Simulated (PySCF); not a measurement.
Species: C3H3FO2.
Numbering: `[O:1]=[C:2]1[CH2:3][C@@H:4]([F:5])[O:6]1`

Geometry (GFN2-xTB, Å), atoms numbered from 1 in this order:
```
atom  x, y, z in Å
O1     1.5776   -1.0614   -1.4153
C2     0.7219   -0.6371   -0.7215
C3     0.4464    0.6422    0.0533
C4    -0.8043   -0.1265    0.4906
F5    -1.9702    0.4127    0.0668
O6    -0.4342   -1.2430   -0.3010
H7     0.2363    1.5071   -0.5716
H8     1.1658    0.8974    0.8259
H9    -0.9258   -0.3855    1.5477
```

NICS is the negative of the GIAO shielding at a point without a nucleus: at the ring centre (0) and 1 Å above and below it (1); zz is the component along the ring normal. Level: GIAO PBE0/pcSseg-1 (PySCF, non-relativistic, gas phase) on the GFN2-xTB geometry, one conformer.

Ring bond lengths (Å), with Mayer bond orders in brackets: C2–C3 1.521 (0.98), C3–C4 1.532 (1.01), C4–O6 1.418 (0.94), O6–C2 1.371 (1.03).

Q: What do the NICS probes read (ppm)?

A: 
```csv
ring,type,NICS(0),"NICS(1), two faces","NICS(1)zz, two faces",rms pucker (Å),"centre to ring atoms, mean (Å)"
C2–C3–C4–O6,4-membered ring with O; formal bonds all single,-1.9,-1.5 / -3.0,1.5 / -2.3,0.01,1.03
```

Q: What can be read from them?

A: 
- C2–C3–C4–O6: mean NICS(1)zz -0.4 ppm, near zero. C3, C4 have four or more neighbours, and the NICS criterion for π rings isn't applied. The two faces differ by 3.8 ppm, so no symmetry operation interchanges them.

Q: At the second NICS(1) probe listed for ring C2–C3–C4–O6, 1 Å off the ring, what do the in-plane components average?

A: The isotropic value is a third of the trace: (3 × -3.0 − (-2.3))/2 = -3.4 ppm.

Q: List the ring angles and the Hirshfeld charges of the ring atoms.

A: 
- C2–C3–C4–O6: C2 93.6° (+0.214 e), C3 82.6° (-0.084 e), C4 91.3° (+0.136 e), O6 92.5° (-0.125 e); sum 360.0° against 360° for a flat convex ring.
